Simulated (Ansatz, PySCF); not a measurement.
Dissociation curve of SMILES O=C=S, singlet. The C2–S3 bond (C2 also carries O; S3 carries nothing else) is varied alone, starting from the PBE0/def2-TZVP optimised geometry.

- UHF/cc-pVDZ (PySCF)
- RHF/cc-pVDZ (PySCF)
- UKS-M06-2X = unrestricted M06-2X/cc-pVDZ (PySCF)
- RKS-M06-2X = restricted M06-2X/cc-pVDZ in PySCF
- UKS-wB97X-V = unrestricted wB97X-V/cc-pVDZ (PySCF)
- RKS-wB97X-V = restricted wB97X-V/cc-pVDZ (PySCF)
- UKS-CAM-B3LYP = unrestricted CAM-B3LYP/cc-pVDZ in PySCF
- RKS-CAM-B3LYP = PySCF 2.14.0 with restricted CAM-B3LYP/cc-pVDZ
- UKS-PBE = Ansatz (a program for electronic structure) with unrestricted PBE/cc-pVDZ
- RKS-PBE = restricted PBE/cc-pVDZ run with Ansatz
- UKS-B3LYP/6-31G* = PySCF with unrestricted B3LYP/6-31G*, spherical d
- RKS-B3LYP/6-31G* = restricted B3LYP/6-31G*, spherical d run with PySCF
- UKS-B3LYP/3-21G = unrestricted B3LYP/3-21G run with PySCF
- RKS-B3LYP/3-21G = restricted B3LYP/3-21G (PySCF)
- UKS-BP86/6-31G* = PySCF with unrestricted BP86/6-31G*, spherical d
- RKS-BP86/6-31G* = restricted BP86/6-31G*, spherical d in PySCF

Scanned distances (Å): 1.17, 1.25, 1.32, 1.41, 1.47, 1.51, 1.56, 1.59, 1.66, 1.73, 1.82, 1.92, 2.11, 2.34, 2.57, 2.80, 3.10, 3.39, 3.81, 4.22, 4.71, 5.40.

Q: Where does the unrestricted solution first break spin symmetry (<S²> of 0.01 or more)?

A: UHF: between 1.92 and 2.11 Å; UKS-M06-2X: between 2.11 and 2.34 Å; UKS-wB97X-V: between 2.11 and 2.34 Å; UKS-CAM-B3LYP: between 2.11 and 2.34 Å; UKS-PBE: between 2.11 and 2.34 Å; UKS-B3LYP/6-31G*: between 2.11 and 2.34 Å; UKS-B3LYP/3-21G: between 2.11 and 2.34 Å; UKS-BP86/6-31G*: between 2.11 and 2.34 Å.

```
R / Å  <S²> UHF  E(RHF) − E(UHF) / kJ/mol  <S²> UKS-M06-2X  E(RKS-M06-2X) − E(UKS-M06-2X) / kJ/mol  <S²> UKS-wB97X-V  E(RKS-wB97X-V) − E(UKS-wB97X-V) / kJ/mol  <S²> UKS-CAM-B3LYP  E(RKS-CAM-B3LYP) − E(UKS-CAM-B3LYP) / kJ/mol  <S²> UKS-PBE  E(RKS-PBE) − E(UKS-PBE) / kJ/mol  <S²> UKS-B3LYP/6-31G*  E(RKS-B3LYP/6-31G*) − E(UKS-B3LYP/6-31G*) / kJ/mol  <S²> UKS-B3LYP/3-21G  E(RKS-B3LYP/3-21G) − E(UKS-B3LYP/3-21G) / kJ/mol  <S²> UKS-BP86/6-31G*  E(RKS-BP86/6-31G*) − E(UKS-BP86/6-31G*) / kJ/mol
-----  --------  ------------------------  ---------------  --------------------------------------  ----------------  ----------------------------------------  ------------------  --------------------------------------------  ------------  --------------------------------  ---------------------  --------------------------------------------------  --------------------  ------------------------------------------------  --------------------  ------------------------------------------------
1.17       0.00                       0.0             0.00                                     0.0              0.00                                       0.0                0.00                                           0.0          0.00                               0.0                   0.00                                                 0.0                  0.00                                               0.0                  0.00                                               0.0
1.25       0.00                       0.0             0.00                                     0.0              0.00                                       0.0                0.00                                           0.0          0.00                               0.0                   0.00                                                 0.0                  0.00                                               0.0                  0.00                                               0.0
1.32       0.00                       0.0             0.00                                     0.0              0.00                                       0.0                0.00                                           0.0          0.00                               0.0                   0.00                                                 0.0                  0.00                                               0.0                  0.00                                               0.0
1.41       0.00                       0.0             0.00                                     0.0              0.00                                       0.0                0.00                                           0.0          0.00                               0.0                   0.00                                                 0.0                  0.00                                               0.0                  0.00                                               0.0
1.47       0.00                       0.0             0.00                                     0.0              0.00                                       0.0                0.00                                           0.0          0.00                               0.0                   0.00                                                 0.0                  0.00                                               0.0                  0.00                                               0.0
1.51       0.00                       0.0             0.00                                     0.0              0.00                                       0.0                0.00                                           0.0          0.00                               0.0                   0.00                                                 0.0                  0.00                                               0.0                  0.00                                               0.0
1.56       0.00                       0.0             0.00                                     0.0              0.00                                       0.0                0.00                                           0.0          0.00                               0.0                   0.00                                                 0.0                  0.00                                               0.0                  0.00                                               0.0
1.59       0.00                       0.0             0.00                                     0.0              0.00                                       0.0                0.00                                           0.0          0.00                               0.0                   0.00                                                 0.0                  0.00                                               0.0                  0.00                                               0.0
1.66       0.00                       0.0             0.00                                     0.0              0.00                                       0.0                0.00                                           0.0          0.00                               0.0                   0.00                                                 0.0                  0.00                                               0.0                  0.00                                               0.0
1.73       0.00                       0.0             0.00                                     0.0              0.00                                       0.0                0.00                                           0.0          0.00                               0.0                   0.00                                                 0.0                  0.00                                               0.0                  0.00                                               0.0
1.82       0.00                       0.0             0.00                                     0.0              0.00                                       0.0                0.00                                           0.0          0.00                               0.0                   0.00                                                 0.0                  0.00                                               0.0                  0.00                                               0.0
1.92       0.00                       0.0             0.00                                     0.0              0.00                                       0.0                0.00                                           0.0          0.00                               0.0                   0.00                                                 0.0                  0.00                                               0.0                  0.00                                               0.0
2.11       0.21                       1.7             0.00                                     0.0              0.00                                       0.0                0.00                                           0.0          0.00                               0.0                   0.00                                                 0.0                  0.00                                               0.0                  0.00                                               0.0
2.34       0.79                      41.7             0.24                                     1.1              0.45                                       7.0                0.52                                          11.0          0.35                               3.9                   0.43                                                 6.7                  0.34                                               3.8                  0.32                                               3.2
2.57       0.95                         —             0.82                                    31.2              0.84                                      40.0                0.86                                          47.6          0.82                              37.6                   0.83                                                40.3                  0.80                                              34.5                  0.80                                              34.7
2.80       1.00                         —             0.95                                    59.1              0.96                                      69.5                0.96                                          78.8          0.95                              71.5                   0.95                                                71.4                  0.94                                              64.8                  0.94                                                 —
3.10       1.02                         —             0.99                                    83.0              0.99                                      93.9                1.00                                         104.2          0.99                             100.4                   0.99                                                97.9                  0.98                                              90.8                  0.99                                                 —
3.39       1.02                         —             1.00                                    96.3              1.00                                     106.1                1.00                                         117.0          1.00                             115.7                   1.00                                               111.8                  1.00                                             104.8                  1.00                                                 —
3.81       1.02                         —             1.00                                   104.0              1.01                                     113.9                1.01                                         125.1          1.01                             126.3                   1.00                                               121.1                  1.00                                             114.5                  1.00                                                 —
4.22       1.02                         —             1.00                                   105.7              1.01                                     116.5                1.01                                         127.9          1.01                             130.5                   1.00                                               124.4                  1.00                                             118.1                  1.00                                                 —
4.71       1.02                         —             1.00                                   106.5              1.01                                     117.6                1.01                                         129.1          1.01                             132.4                   1.01                                               125.9                  1.00                                             119.7                  1.00                                                 —
5.40       1.02                         —             1.00                                   106.9              1.01                                     118.1                1.01                                         129.6          1.01                             133.1                   1.01                                               126.6                  1.00                                             120.4                  1.00                                                 —
```

A dash means that the run gave no value there, or that the column was ended at a point which the program doubted or which failed a test of continuity chosen for this set; such a test can also cut sound points.
